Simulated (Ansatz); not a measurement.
Zinc-blende HgS (metastable phase), treated with PBE (PAW; Ansatz, a program for electronic structure).

Settings: plane-wave cutoff 520 eV, 20×20×20 k mesh, Fermi–Dirac smearing 0.05 eV, scalar-relativistic PAW data made under PBE.

Computed at the level's own relaxed cell.

```
HgS
1.0
    0.00000     2.99573     2.99573
    2.99573     0.00000     2.99573
    2.99573     2.99573     0.00000
Hg S
1 1
Direct
  0.00000   0.00000   0.00000
  0.75000   0.75000   0.75000
```

Give the elastic tensor (Voigt notation, GPa, ions relaxed, in the Cartesian axes of the cell as printed).


```
   61.4    44.8    44.8     0.0     0.0     0.0
   44.8    61.4    44.8     0.0     0.0     0.0
   44.8    44.8    61.4     0.0     0.0     0.0
    0.0     0.0     0.0    24.3     0.0     0.0
    0.0     0.0     0.0     0.0    24.3     0.0
    0.0     0.0     0.0     0.0     0.0    24.3
```

Measured, for comparison: elastic constant C11 67.5 GPa, elastic constant C12 51.9 GPa, elastic constant C44 24.2 GPa (room temperature, not corrected to a static lattice, iron-doped crystal; as tabulated in Elastic Constants of beta-HgS, Acta Phys. Pol. A 94). Computed (rounded) less measured: elastic constant C11 -9 %, elastic constant C12 -14 %, elastic constant C44 +0.4 %.

Note: the solid has no gap at this level, which affects its response.

Spin–orbit coupling is not included; it can shift volumes and moduli of such heavy elements.

Static lattice: no zero-point or thermal effects.
